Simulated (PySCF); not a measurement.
A GIAO shielding run with PySCF 2.14.0 with density-fitted response routines (density fitting, non-relativistic, gas phase) on Cyanide Anion (N#[C-], [CN]-):

```
$ OMP_NUM_THREADS=1 python probes_run.py task.json out

{"job": {"kind": "nmr", "xc": "PBE0", "basis": "pcSseg-2"}, "charge": -1, "multiplicity": 1}
C     -0.528573    -0.236831     0.056920
N      0.546078     0.208241    -0.068919
```

Hardware: 1 thread of an Arm Neoverse V2, shared host. The job also computes population analyses, field gradients.

**Question.** How large is the calculation?

**Answer.** 14 electrons, 72 basis functions and 192 auxiliary functions.

**Question.** How long does it take, and how much memory does it need?

**Answer.** 1.6 s of wall time, with 12 SCF cycles and 4 response iterations; peak memory 0.31 GiB. Times on a shared host scatter by some tens of per cent.

**Question.** And these other runs on the same molecule and hardware: GIAO shielding at B97-2/pcSseg-2; GIAO shielding at KT3/pcSseg-2; GIAO shielding at wB97X-D/pcSseg-2?

**Answer.** B97-2/pcSseg-2: 72 functions, 0.63 s; KT3/pcSseg-2: 72 functions, 0.88 s; wB97X-D/pcSseg-2: 72 functions, 0.76 s.
